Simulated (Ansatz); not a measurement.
# BClHS: the cost of one run

Program: Ansatz 0.2.0, Gaussian basis. Level of theory: PBE0-D4/def2-SVPD. These are calculated values, not measurements.

1 further run of the same task is left out (it didn't finish).

## Step 1: Where the work starts

SMILES `[S-]BCl`, 4 atoms, charge -1, spin multiplicity 1.

Atoms are counted from 1 here; the program's logs count them from 0.

Bond lengths: S1–B2 1.694 Å, B2–Cl3 1.831 Å, B2–H4 1.189 Å. Angles: S1–B2–Cl3 124.5°, S1–B2–H4 125.7°, Cl3–B2–H4 109.8°.

Geometry (Å):

```csv
atom,x (Å),y (Å),z (Å)
S1,-1.57688,-0.65681,0.01990
B2,-0.06055,0.09124,-0.08133
Cl3,1.46071,-0.53762,0.71992
H4,0.17672,1.10319,-0.65849
```

## Step 2: The run

File md/in.yaml:

```yaml
crystal:
  periodic: [false, false, false]
  atoms:
    - {symbol: S, position_ang: [-1.576880, -0.656810, 0.019900]}
    - {symbol: B, position_ang: [-0.060550, 0.091240, -0.081330]}
    - {symbol: Cl, position_ang: [1.460710, -0.537620, 0.719920]}
    - {symbol: H, position_ang: [0.176720, 1.103190, -0.658490]}
basis:
  gaussian: {orbitals: def2-SVPD}
total_charge: -1
hamiltonian: {xc: pbe0, dispersion: d4}
md: {n_steps: 30, timestep: 0.25, temperature: 300, ensemble: nve, seed: 908, initial_velocities: maxwell_boltzmann}
```

Run with:

```sh
> ansatz run in.yaml --threads 2 --pin off --events-out ev --progress --plain --max-ram 3481MiB
```

What time and memory should one allow on 2 threads of Arm Neoverse V1, shared host?

About 40 s, with a peak of 0.14 GiB.
